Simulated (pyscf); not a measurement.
Hydrogen abstraction: H₃Ge–O–GeH₃ + H• → •H₂Ge–O–GeH₃ + H₂

Gas phase, doublet surface, charge 0. Bonds broken: Ge1–H4. Bonds formed: H4–H10. Optimised with ωB97X-D3(BJ)/def2-SVP in PySCF.

Transition state (Å):

```xyz
10

Ge    -1.7383     1.2780    -0.1827
O      0.0233     1.0961    -0.1119
Ge     0.9534    -0.3800    -0.4521
H     -2.3983     0.2297     0.8179
H     -2.2263     0.9902    -1.6168
H     -2.0510     2.7169     0.2457
H      0.5250    -1.4802     0.5361
H      0.6660    -0.8305    -1.8968
H      2.4287    -0.0097    -0.2693
H     -2.8998    -0.7243     1.6801
```

One imaginary mode, 705i cm⁻¹; descent along it reached the two sides named.

```tsv
bond	change	reactant side (Å)	saddle	product side
Ge1–H4	breaks	1.540	1.592	3.2
H4–H10	forms	3.4	1.380	0.760
```

Electronic energies relative to the separated reactants (kcal/mol):

```tsv
level	barrier	reaction energy	reverse barrier
ωB97X-D3(BJ)/def2-TZVP	2.9	-18.6	21.5
PBE/def2-TZVP	-0.9	-21.9	20.9
r²SCAN/def2-TZVP	-2.3	-22.5	20.2
B3LYP-D3(BJ)/def2-TZVP	-1.4	-23.5	22.1
PBE0-D3(BJ)/def2-TZVP	0.5	-19.4	19.9
M06-2X/def2-TZVP	3.4	-23.1	26.5
ωB97M-D3(BJ)/def2-TZVP	2.9	-20.9	23.8
HF/def2-TZVP	9.0	-13.3	22.3
```

With ωB97M-D3(BJ)/def2-TZVP energies and thermal terms (ideal gas, 1 atm, RRHO with modes under 100 cm⁻¹ raised to 100, one conformer, R ln 2 for chiral ones without a mode under 150 cm⁻¹), in kcal/mol:

| T (K) | ΔH‡ | ΔG‡ | ΔH | ΔG |
|---|---|---|---|---|
| 298 | 1.8 | 7.6 | -20.0 | -21.8 |
| 600 | 1.5 | 13.6 | -20.1 | -23.7 |
| 900 | 1.3 | 19.6 | -20.5 | -25.4 |
| 1200 | 1.1 | 25.8 | -21.2 | -26.9 |

At PBE, r²SCAN, B3LYP-D3(BJ) this geometry lies under the reactants; that is no barrier but a single point on another level's saddle; such a level's own saddle, if it has one, lies nearer that side and is low. This is the saddle that the search found; another between the same sides may lie lower. The angle at the transferred H is 177°. Elements up to Kr have no core potential and no relativistic terms here.
